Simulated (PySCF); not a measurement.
All values below come from PBE0-D3(BJ)/def2-TZVP in PySCF. All species are isolated molecules in the gas phase. One relaxed conformer stands for a flexible species; it need not be the lowest. Delta-SCF ions had no search for a lower state. Excitations are Tamm–Dancoff values on a coarser integration grid. The basis has no diffuse functions, so Rydberg states are missing or too high.

Reference species (SMILES): `[F][Al]([F])[F]` (neutral, multiplicity 1).

| Quantity | Result |
|---|---|
| vertical ionisation energy (Delta-SCF) | 14.37 eV |
| brightest of the four lowest singlets (TDA) | 9.27 eV |
| T1 excitation (TDA) | 8.24 eV |

Changed species: `[OH][Al]([OH])[OH]` (3 of 3 F replaced by OH; the reference has 0 of 3 F replaced by OH).

Question: Give the shifts of the vertical ionisation energy (Delta-SCF), brightest of the four lowest singlets (TDA) and T1 excitation (TDA).

Answer: the vertical ionisation energy (Delta-SCF) decreases by 3.03 eV, to 11.34 eV; the brightest of the four lowest singlets (TDA) decreases by 1.40 eV, to 7.87 eV; the T1 excitation (TDA) drops by 1.56 eV, to 6.68 eV.
